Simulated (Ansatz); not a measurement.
# B₂H₂ (singlet): from Hartree-Fock to the top rungs, cc-pVTZ

One table from this session's results is given with a row withheld; the runs are named, their logs left out.

Computed with Ansatz 0.2.0, Gaussian basis. Level: cc-pVTZ, core rule «outside noble gas», up to 2 orbitals frozen.

Plan: UHF; CCSD(T) on RHF; CCSD(T) on UHF; BCCD(T) on RHF; CCSDT(Q) on RHF; CASSCF and NEVPT2, 8 electrons in 10 orbitals.

13 further runs of the same task are left out: 1 for a known fault of the program, 7 that didn't finish, 5 set aside as unsound or not needed.

### The system

The geometry is a PBE0/def2-TZVP stationary point (not a proven minimum).

4 atoms, charge 0, spin multiplicity 1.

Atoms are counted from 1 here; the program's logs count them from 0.

Bond lengths: B1–B2 1.525 Å, B1–H3 1.176 Å, B2–H4 1.176 Å. Angles: B2–B1–H3 180.0°, B1–B2–H4 180.0°.

Set-up of the first run:

File in.yaml:

```yaml
crystal:
  periodic: [false, false, false]
  atoms:
    - {symbol: B, position_ang: [0.000000, 0.000000, 0.762520]}
    - {symbol: B, position_ang: [0.000000, 0.000000, -0.762520]}
    - {symbol: H, position_ang: [0.000000, 0.000000, 1.938254]}
    - {symbol: H, position_ang: [0.000000, 0.000000, -1.938254]}
basis:
  gaussian: {orbitals: cc-pVTZ}
magnetization: {spin_polarized: true, initial_magnetization: 0}
hamiltonian: {xc: hf}
output: {orbitals: {seedname: orbitals}}
```

Run with:

```bash
$ ansatz run in.yaml --threads 1 --pin off --events-out ev --progress --plain --max-ram 2393MiB
```

Steps of the session up to this table: UHF; CCSD(T) on RHF; CCSD(T) on UHF; BCCD(T) on RHF; CCSDT(Q) on RHF; CASSCF and NEVPT2, 8 electrons in 10 orbitals.

One of the session's tables, all rows but one given; the rest of the session is left out.

It belongs to the step «Misses and costs». 

```
        method  from RCCSDT(Q) (meV)
           RHF               +5996.1
           UHF               +4995.4
          RMP2               +1306.8
          UMP2                +717.6
         RCCSD                +439.9
         UCCSD                     ?
      RCCSD(T)                +211.2
      UCCSD(T)                -315.3
       BCCD(T)                +211.0
        RCCSDT                 +71.3
     RCCSDT(Q)                     0
CASSCF valence               +3477.7
NEVPT2 valence                +812.1
```

**Question.** Estimate the row for UCCSD.

As computed: from RCCSDT(Q) (meV): -103.3. In the column «from RCCSDT(Q) (meV)» it lies between UCCSD(T) (-315.3) and RCCSDT(Q) (0).

The program flags UCCSD(T), RCCSDT(Q) as in doubt (see the logs), so the zero of the table is itself unsure.

To keep in mind: The determinant is far from a pure spin state, so its energy mixes those of several spin states (harmless only where they are near-degenerate, as at dissociation). The report flags that the cluster equations may have other roots. The program flags UCCSD(T), RCCSDT(Q) as in doubt, so the zero of the table is itself unsure. Warnings: restricted reference is unstable; spin contamination. Restricted and unrestricted rows rest on different reference determinants; where their highest levels disagree by more than a few hundredths of an eV, they describe different states and don't form one ladder.
